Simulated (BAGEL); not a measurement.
**CH7BP− (SMILES C[BH2-]P): HF/def2-SVPD (density fitting with qzvpp-jkfit)**

Aim: the vertical singlet–triplet gap of CH7BP− at HF/def2-SVPD (density fitting with qzvpp-jkfit), from 2 runs. 

The results are computed with BAGEL 1.2.2.

2 further runs of the same task are left out: 1 that didn't finish, 1 set aside as unsound or not needed. Runs told in other sessions of the task aren't counted.

## (1) The system as given

CH7BP−: 10 atoms, total charge -1, spin state singlet. As SMILES, `C[BH2-]P`. The shape is that of a GFN2-xTB optimisation. This is one conformer, not always the lowest.

Bond lengths: C1–B2 1.638 Å, B2–P3 2.018 Å, C1–H4 1.095 Å, C1–H5 1.093 Å, C1–H6 1.093 Å, B2–H7 1.215 Å, B2–H8 1.213 Å, P3–H9 1.386 Å, P3–H10 1.387 Å. Some angles: C1–B2–P3 109.0°, C1–B2–H7 111.7°, C1–B2–H8 112.2°, P3–B2–H7 105.2°, P3–B2–H8 107.4°, B2–C1–H4 111.3°, B2–C1–H5 112.3°, B2–C1–H6 112.2°, B2–P3–H9 97.8°, B2–P3–H10 99.0°.

## (2) The energy at HF/def2-SVPD (density fitting with qzvpp-jkfit)

Contents of calc.json:

```json
{ "bagel" : [

{
  "title" : "molecule",
  "basis" : "def2-svpd.json",
  "df_basis" : "qzvpp-jkfit",
  "angstrom" : true,
  "geometry" : [
    { "atom" : "C", "xyz" : [   -0.888820,    0.675340,   -0.759280 ] },
    { "atom" : "B", "xyz" : [   -0.262620,   -0.562590,    0.111070 ] },
    { "atom" : "P", "xyz" : [    1.204330,    0.147100,    1.301550 ] },
    { "atom" : "H", "xyz" : [   -1.696100,    0.332490,   -1.414450 ] },
    { "atom" : "H", "xyz" : [   -0.141770,    1.152530,   -1.399220 ] },
    { "atom" : "H", "xyz" : [   -1.306730,    1.458730,   -0.122240 ] },
    { "atom" : "H", "xyz" : [   -1.083890,   -1.040730,    0.867320 ] },
    { "atom" : "H", "xyz" : [    0.226540,   -1.418380,   -0.595520 ] },
    { "atom" : "H", "xyz" : [    1.756180,   -1.071550,    1.665050 ] },
    { "atom" : "H", "xyz" : [    2.192880,    0.327060,    0.345730 ] }
  ]
},
{ "title" : "hf", "charge" : -1 },
{ "title" : "print", "file" : "orbitals.molden", "orbitals" : true }

]}
```

The basis set def2-SVPD is read from a file made from the Basis Set Exchange's data (not shown).

The run is started by

```
$ BAGEL_NUM_THREADS=1 BAGEL calc.json > calc.out
```

What it wrote:

```text
* using 1 threads per process

  ===============================================================
  ===============================================================

  *** Geometry ***

  { "atom" : "C", "xyz" : [     -1.679626,      1.276208,     -1.434831 ] },
  { "atom" : "B", "xyz" : [     -0.496280,     -1.063141,      0.209892 ] },
  { "atom" : "P", "xyz" : [      2.275854,      0.277979,      2.459573 ] },
  { "atom" : "H", "xyz" : [     -3.205164,      0.628315,     -2.672923 ] },
  { "atom" : "H", "xyz" : [     -0.267906,      2.177966,     -2.644143 ] },
  { "atom" : "H", "xyz" : [     -2.469362,      2.756600,     -0.231000 ] },
  { "atom" : "H", "xyz" : [     -2.048255,     -1.966695,      1.638997 ] },
  { "atom" : "H", "xyz" : [      0.428099,     -2.680350,     -1.125370 ] },
  { "atom" : "H", "xyz" : [      3.318699,     -2.024936,      3.146488 ] },
  { "atom" : "H", "xyz" : [      4.143943,      0.618054,      0.653335 ] },

  Number of auxiliary basis functions:      404

  Since a DF basis is specified, we compute 2- and 3-index integrals:
    o Being stored without compression. Storage requirement is 0.047 GB

  Number of basis functions:      120
  Number of electrons      :       33

    * METHOD: MOLECULE                             0.13

  *** RHF ***

  === Nuclear Repulsion ===
    96.8449287295

      * DIIS with orbital gradients will be used.

  === RHF iteration (def2-svpd.json) ===
      0       -407.00072695          0.01850773           0.04
      1       -407.16318868          0.01030645           0.03
      2       -407.21227330          0.00155980           0.04
      3       -407.21488784          0.00026156           0.04
      4       -407.21498176          0.00008069           0.04
      5       -407.21499130          0.00001923           0.04
      6       -407.21499177          0.00000486           0.04
      7       -407.21499180          0.00000160           0.04
      8       -407.21499181          0.00000051           0.04
      9       -407.21499181          0.00000015           0.04
     10       -407.21499181          0.00000006           0.04
     11       -407.21499181          0.00000002           0.04
     12       -407.21499181          0.00000001           0.04
    * SCF iteration converged.

    * Permanent dipole moment:
           (   -0.295561,    -0.477030,     0.171806) a.u.

    * METHOD: HF                                   0.56

    * METHOD: PRINT                                0.02

  ===============================================================
```

Wall time 0.84 s (1 thread of AMD EPYC 9B45 (Zen 5), shared host); peak memory 0.13 GiB.

## (3) The triplet

Contents of hf.json:

```json
{ "bagel": [

{
  "title": "molecule",
  "basis": "def2-svpd.json",
  "df_basis": "qzvpp-jkfit",
  "angstrom": true,
  "geometry": [
    { "atom": "C", "xyz": [   -0.888820,    0.675340,   -0.759280 ] },
    { "atom": "B", "xyz": [   -0.262620,   -0.562590,    0.111070 ] },
    { "atom": "P", "xyz": [    1.204330,    0.147100,    1.301550 ] },
    { "atom": "H", "xyz": [   -1.696100,    0.332490,   -1.414450 ] },
    { "atom": "H", "xyz": [   -0.141770,    1.152530,   -1.399220 ] },
    { "atom": "H", "xyz": [   -1.306730,    1.458730,   -0.122240 ] },
    { "atom": "H", "xyz": [   -1.083890,   -1.040730,    0.867320 ] },
    { "atom": "H", "xyz": [    0.226540,   -1.418380,   -0.595520 ] },
    { "atom": "H", "xyz": [    1.756180,   -1.071550,    1.665050 ] },
    { "atom": "H", "xyz": [    2.192880,    0.327060,    0.345730 ] }
  ]
},
{ "title": "uhf", "charge": -1, "nopen": 2 },
{ "title": "print", "file": "orbitals.molden", "orbitals": true }

]}
```

The basis set def2-SVPD is read from a file made from the Basis Set Exchange's data (not shown).

The run is started by

```
$ BAGEL_NUM_THREADS=1 BAGEL hf.json > hf.out
```

What it wrote:

```text
* using 1 threads per process

  ===============================================================
  ===============================================================

  *** Geometry ***

  { "atom" : "C", "xyz" : [     -1.679626,      1.276208,     -1.434831 ] },
  { "atom" : "B", "xyz" : [     -0.496280,     -1.063141,      0.209892 ] },
  { "atom" : "P", "xyz" : [      2.275854,      0.277979,      2.459573 ] },
  { "atom" : "H", "xyz" : [     -3.205164,      0.628315,     -2.672923 ] },
  { "atom" : "H", "xyz" : [     -0.267906,      2.177966,     -2.644143 ] },
  { "atom" : "H", "xyz" : [     -2.469362,      2.756600,     -0.231000 ] },
  { "atom" : "H", "xyz" : [     -2.048255,     -1.966695,      1.638997 ] },
  { "atom" : "H", "xyz" : [      0.428099,     -2.680350,     -1.125370 ] },
  { "atom" : "H", "xyz" : [      3.318699,     -2.024936,      3.146488 ] },
  { "atom" : "H", "xyz" : [      4.143943,      0.618054,      0.653335 ] },

  Number of auxiliary basis functions:      404

  Since a DF basis is specified, we compute 2- and 3-index integrals:
    o Being stored without compression. Storage requirement is 0.047 GB

  Number of basis functions:      120
  Number of electrons      :       33

    * METHOD: MOLECULE                             0.13

  *** Open-shell HF ***

  === Nuclear Repulsion ===
    96.8449287295

      * DIIS with orbital gradients will be used.

  === UHF iteration (def2-svpd.json) ===
      0       -406.72194645          0.03831879           0.07
      1       -406.94121593          0.02686439           0.07
      2       -407.01747158          0.01312902           0.07
      3       -407.04603628          0.00199201           0.07
      4       -407.05070578          0.00090217           0.07
      5       -407.05220042          0.00061328           0.07
      6       -407.05355766          0.00030399           0.07
      7       -407.05393553          0.00018605           0.07
      8       -407.05410671          0.00011396           0.07
      9       -407.05416965          0.00007340           0.07
     10       -407.05420475          0.00004387           0.07
     11       -407.05421678          0.00002239           0.07
     12       -407.05422008          0.00001003           0.07
     13       -407.05422060          0.00000766           0.07
     14       -407.05422084          0.00000504           0.07
     15       -407.05422103          0.00000306           0.07
     16       -407.05422110          0.00000170           0.07
     17       -407.05422112          0.00000127           0.07
     18       -407.05422112          0.00000091           0.07
     19       -407.05422113          0.00000061           0.07
     20       -407.05422113          0.00000038           0.07
     21       -407.05422113          0.00000021           0.07
     22       -407.05422113          0.00000013           0.07
     23       -407.05422113          0.00000008           0.07
     24       -407.05422113          0.00000005           0.07
     25       -407.05422113          0.00000003           0.07
     26       -407.05422113          0.00000002           0.07
     27       -407.05422113          0.00000001           0.07
     28       -407.05422113          0.00000000           0.07
    * SCF iteration converged.

    * S^2 (UHF) is 2.0191

    * Permanent dipole moment:
           (   -1.274281,    -2.087436,    -0.569481) a.u.

    * METHOD: UHF                                  2.20

    * METHOD: PRINT                                0.02

  ===============================================================
```

Wall time 2.5 s (1 thread of AMD EPYC 9B45 (Zen 5), shared host); peak memory 0.13 GiB.

## (4) Outcome

At HF/def2-SVPD (density fitting with qzvpp-jkfit):

| quantity | value |
| --- | --- |
| singlet: total energy | -407.21499 Eh |
| singlet: HOMO energy | -3.55 eV |
| singlet: LUMO energy | 6.02 eV |
| singlet: HOMO–LUMO gap (to an unbound level, set by the basis) | 9.57 eV |
| triplet: total energy | -407.05422 Eh |
| triplet: ⟨S²⟩ | 2.019 |
| vertical energy of the triplet above the singlet | 4.375 eV |

In words: At this shape the triplet lies 4.37 eV (422 kJ/mol) above the singlet. For an anion a state so high probably lies above electron detachment.
